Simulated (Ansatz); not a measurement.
`FC1OC1(F)F` + H₂ → `F[C@@H]1O[C@H]1F` + H–F at 298.15 K and 1 bar (hydrogenolysis of a C–F bond).

Computed with Ansatz on PBE0-D4/def2-TZVP structures; ΔE is electronic, products minus reactants. CCSD(T)/CBS adds triple-zeta CCSD(T) − MP2 to the extrapolated MP2 energy (def2 sets, frozen cores). This one scheme is used for every species.

```tsv
species	CCSD(T)/CBS energy (Eh)	H − E (kJ/mol)	S (J/(mol·K))
`FC1OC1(F)F`	-451.19430	106.7	301.5
H₂	-1.17544	35.1	130.4
`F[C@@H]1O[C@H]1F`	-352.00556	125.8	279.9
H–F	-100.39570	33.5	173.6
```

H − E and S are ideal-gas, rigid-rotor, harmonic terms from PBE0-D4/def2-TZVP, for one conformer and one mirror image of each species. The MP2-based limit puts H₂ 0.8 mEh under its directly extrapolated value; such offsets cancel only in part. 1 Eh = 2625.50 kJ/mol, R = 8.31446 J/(mol·K).

Q: By hand: ΔE, ΔH, ΔS and ΔG.

A: ΔE = (-352.00556) + (-100.39570) − (-451.19430) − (-1.17544) = -0.03152 Eh = -82.8 kJ/mol. Δ(H − E) = 125.8 + 33.5 − 106.7 − 35.1 = 17.5, so ΔH = -65.3 kJ/mol. ΔS = 279.9 + 173.6 − 301.5 − 130.4 = 21.6 J/(mol·K). ΔG = -65.3 − 298.15 × (21.6)/1000 = -71.7 kJ/mol.

Q: By hand: the equilibrium constant, and the temperature at which ΔG would vanish if ΔH and ΔS stayed fixed.

A: log₁₀ K = −ΔG/(RT ln 10) = 12.6. ΔH and −TΔS have one sign here, so there is no such temperature.

ΔH outweighs TΔS. A doubt of 5 kJ/mol in ΔE shifts log₁₀ K by 0.9 here. Other conformers and mirror images would add mixing entropy, several J/(mol·K) or more a flexible species. These are equilibria of isolated gas molecules and say nothing of rates. Largest T1 diagnostic: 0.013 (customary marks: 0.02 for closed shells, 0.045 for open ones).
